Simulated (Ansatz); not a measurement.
Ansatz (a first-principles code) input (CCSD(T)/cc-pV(D+d)Z): A basis named .json is the Basis Set Exchange file of that set (core-valence sets with the plain set on hydrogen).

Ansatz 0.2 input:
```yaml
crystal:
  periodic: [false, false, false]
  atoms:
    - {symbol: P, position_ang: [-0.00000000, -0.00000000, -0.94474959]}
    - {symbol: P, position_ang: [0.00000000, 0.00000000, 0.94474959]}
basis:
  gaussian:
    orbitals: cc-pV_D+d_Z.json
magnetization: {spin_polarized: false}
correlation: {method: ccsd_t, electrons: outside_noble_gas}
```

Output:

```
Functional definition: HF
integrals: 0.01 GiB planned
458 factors; integrals over basis functions are off by at most 8.5e-4 eV
mean field: 0.09 GiB planned
mean field evaluation 1: about -18543.5855 eV, gradient 6.6e0 eV
mean field evaluation 2: about -18543.5995 eV, gradient 6.6e0 eV
mean field evaluation 4: about -18543.8032 eV, gradient 3.3e-1 eV
mean field evaluation 8: about -18543.8035 eV, gradient 1.9e-4 eV
mean field evaluation 16: about -18543.8035 eV, gradient 3.2e-6 eV
mean field -18543.80350502 eV, -681.4722093680 hartree, gradient 3.2e-6 eV, S^2 0.000000; 0 other end points of the search recorded, 0 dependent functions left out; unrestricted orbitals would lower it
10 core orbitals not correlated
reference -18543.80350502 eV, -681.4722093680 hartree; 5, 5 occupied and 31, 31 virtual orbitals, 458 factors
second order -6.17319129 eV of doubles, -0.00000000 eV of singles
coupled cluster: 0.06 GiB planned
cycle   1  -6.34314643 eV  change   -1.7e-1 eV  update   9.2e-2
cycle   2  -6.62848657 eV  change   -2.9e-1 eV  update   3.2e-2
cycle   3  -6.69499396 eV  change   -6.7e-2 eV  update   1.4e-2
cycle   4  -6.70239910 eV  change   -7.4e-3 eV  update   4.3e-3
cycle   5  -6.70296543 eV  change   -5.7e-4 eV  update   1.1e-3
cycle   6  -6.70298531 eV  change   -2.0e-5 eV  update   3.2e-4
cycle   7  -6.70322134 eV  change   -2.4e-4 eV  update   8.0e-5
cycle   8  -6.70319669 eV  change    2.5e-5 eV  update   2.0e-5
cycle   9  -6.70320086 eV  change   -4.2e-6 eV  update   4.3e-6
coupled cluster: 0.06 GiB planned
perturbative correction -0.39625301 eV, -0.0145620295 hartree
Total energy: -18550.90295889 eV, -681.7331094857 hartree
```
